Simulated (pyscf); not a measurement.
Addition across a multiple bond or ene-type step: O=Ge=O + hydrogen chloride (HCl) → O=Ge(OH)–Cl

Gas phase, singlet surface, charge 0. Bonds broken: Cl4–H5. Bonds formed: Ge2–Cl4, O3–H5. Structures and frequencies: ωB97X-D3(BJ)/def2-SVP in PySCF. MP2 and CC: frozen core, UHF for open shells. ΔMP2 is the change of the MP2 total energy from the triple- to the quadruple-zeta basis.

Transition state (Å):

```xyz
5

O      0.5976     0.5793     1.8433
Ge    -0.3208    -0.4966     1.0737
O     -1.0392    -1.8407     0.4506
Cl    -2.2540     0.4990    -0.4188
H     -2.0278    -0.8578    -0.2935
```

One imaginary mode, 376i cm⁻¹; descent along it reached the two sides named, in the forms told below.

| bond | change | reactant side (Å) | saddle | product side |
|---|---|---|---|---|
| Cl4–H5 | breaks | 1.299 | 1.381 | 2.9 |
| Ge2–Cl4 | forms | 2.9 | 2.6 | 2.130 |
| O3–H5 | forms | 2.126 | 1.580 | 0.967 |

Electronic energies relative to the separated reactants (eV):

```csv
level,barrier,reaction energy,reverse barrier
ωB97X-D3(BJ)/def2-TZVP,-0.26,-2.62,2.35
PBE/def2-TZVP,-0.27,-2.16,1.89
r²SCAN/def2-TZVP,-0.29,-2.41,2.12
B3LYP-D3(BJ)/def2-TZVP,-0.20,-2.34,2.15
PBE0-D3(BJ)/def2-TZVP,-0.30,-2.52,2.23
M06-2X/def2-TZVP,-0.24,-2.71,2.47
ωB97M-D3(BJ)/def2-TZVP,-0.17,-2.44,2.28
HF/def2-TZVP,0.19,-2.80,2.99
MP2/def2-QZVPP,-0.11,-2.25,2.14
CCSD/def2-TZVPP,-0.02,-2.45,2.43
CCSD(T)/def2-TZVPP,-0.07,-2.33,2.26
CCSD(T)/def2-TZVPP + ΔMP2(QZVPP),-0.08,-2.33,2.25
```

With CCSD(T)/def2-TZVPP + ΔMP2(QZVPP) energies and thermal terms (ideal gas, 1 atm, RRHO with modes under 100 cm⁻¹ raised to 100, one conformer, R ln 2 for rigid chiral ones), in eV:

```csv
T (K),ΔH‡,ΔG‡,ΔH,ΔG
298,-0.11,0.25,-2.22,-1.86
600,-0.13,0.63,-2.21,-1.50
900,-0.13,1.01,-2.19,-1.15
1200,-0.12,1.39,-2.18,-0.81
```

On the reactant side the descent ends in a bound adduct, 0.35 eV under the separated species and 0.08 eV under the saddle at ωB97X-D3(BJ)/def2-TZVP. At ωB97X-D3(BJ), PBE, r²SCAN, B3LYP-D3(BJ), PBE0-D3(BJ), M06-2X, ωB97M-D3(BJ), MP2, CCSD, CCSD(T), CCSD(T) the saddle lies under the separated reactants, which points to a path from their complex (located at ωB97X-D3(BJ) alone). This is the saddle that the search found; another between the same sides may lie lower. The CCSD(T) − MP2 part came from Ansatz, without density fitting, on the same reference. The frozen core leaves the outer d or s,p core shells of the metals and heavy elements correlated in the MP2 and CC values, and def2-TZVPP describes them poorly, which can shift differences by a few kcal/mol. Elements up to Kr have no core potential and no relativistic terms here.
